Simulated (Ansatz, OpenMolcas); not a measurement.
## How methods differ on AlF2 (SMILES [F][Al][F])

AlF2: 3 atoms, total charge 0, spin state doublet. As SMILES, `[F][Al][F]`. The shape is that of a PBE0-D4/def2-TZVP optimisation.

```xyz
3

F     0.5330   -1.3612    0.1364
Al    0.3887    0.2754    0.2452
F    -0.9325    1.0210   -0.3948
```

Each level gives the energy change with the F1–Al2 bond stretched from 1.647 to 4.116 Å (eV). The values are calculated.

```
           level                   kind     program  value (eV)  CPU time (all runs)
      UHF/STO-3G           Hartree–Fock  OpenMolcas        2.02                4.3 s
U-r2SCAN0/STO-3G        hybrid meta-GGA      Ansatz        3.41                 28 s
  UB2PLYP/STO-3G          double hybrid      Ansatz        3.00                 12 s
     UMP2/STO-3G    perturbation theory      Ansatz        2.20               0.59 s
 UBCCD(T)/STO-3G  coupled cluster or CI      Ansatz        2.20                1.5 s
    UCCSD/STO-3G  coupled cluster or CI      Ansatz           ?                1.1 s
   UCCSDT/STO-3G  coupled cluster or CI      Ansatz        2.23                3.6 s
  UCCSDTQ/STO-3G  coupled cluster or CI      Ansatz        2.23              2.8 min
      FCI/STO-3G     exact in the basis      Ansatz        2.23                2.1 s
```

Question: Estimate what the levels marked ? give.

Answer: As computed at these levels: UCCSD/STO-3G: 2.17 eV. The first shape isn't each level's own minimum. The values span 2.02 to 3.41 eV. All rows use very small basis sets, so even the best lies far from the true value. CPU times are rough (shared hosts, several kinds of processor): they show what a rung costs within a factor of a few.
